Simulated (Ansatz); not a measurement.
`CC(O)CN`, relaxed with RKS PBE0-D4/def2-TZVP in the Gaussian-basis code of Ansatz from a PBE-D4/def2-SVP geometry. The force threshold is 0.005 eV/Å; the program also tests the step.

Total charge 0; spin multiplicity 1.

Start:

```xyz
14

C    -1.630    0.834    0.211
C    -0.429   -0.061    0.481
O    -0.805   -1.414    0.344
C     0.749    0.216   -0.470
N     1.738   -0.851   -0.289
H    -1.369    1.905    0.336
H    -2.453    0.592    0.911
H    -2.003    0.672   -0.822
H    -0.066    0.147    1.527
H     0.060   -1.854    0.152
H     0.371    0.156   -1.514
H     1.140    1.251   -0.316
H     2.375   -0.920   -1.090
H     2.322   -0.672    0.538
```

```
step  energy (eV)  largest force (eV/Å)  largest move (Å)
   1   -6789.8748                 0.643             0.000
   2   -6789.9297                 0.272             0.027
   3   -6789.9388                 0.049             0.032
   4   -6789.9398                 0.037             0.016
   5   -6789.9402                 0.013             0.015
   6   -6789.9403                 0.009             0.008
   7   -6789.9403                 0.003             0.002
```

End:

```xyz
14

C    -1.603    0.836    0.214
C    -0.423   -0.069    0.471
O    -0.835   -1.407    0.327
C     0.734    0.205   -0.479
N     1.760   -0.811   -0.279
H    -1.327    1.885    0.346
H    -2.415    0.604    0.905
H    -1.972    0.694   -0.805
H    -0.062    0.100    1.502
H    -0.016   -1.901    0.173
H     0.363    0.112   -1.504
H     1.091    1.236   -0.345
H     2.389   -0.870   -1.068
H     2.317   -0.613    0.542
```

Run time 12 s (4 threads of an AMD EPYC 9R45 on a shared host); peak host memory 0.53 GiB.
